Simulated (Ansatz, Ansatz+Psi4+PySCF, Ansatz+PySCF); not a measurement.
```xyz
3

H     0.0000    0.0000   -0.8603
O     0.0000    0.0000    0.3290
H     0.0000    0.0000   -1.7719
```

Basis set: cc-pVTZ (spherical functions). Frozen core: 1 orbital. Correlation on ROHF uses semicanonical orbitals with singles. Charge 0, multiplicity 3.

Computed with Ansatz (development build ahead of 0.2.0); each method stands on the lowest determinant of its kind that the runs found.

The atomization energy at this shape (free ground-state atoms in the same class of orbitals less the molecule, no zero-point energy) of triplet H₂O:

```csv
method,atomization energy
ROHF-MP2,365.6 kJ/mol
UHF-MP2,360.8 kJ/mol
```

(1) What does UHF-CCSD(T) give?

## Answers

(1) 388.0 kJ/mol. Caution for ROHF-MP2: large amplitudes, a single reference is doubtful.
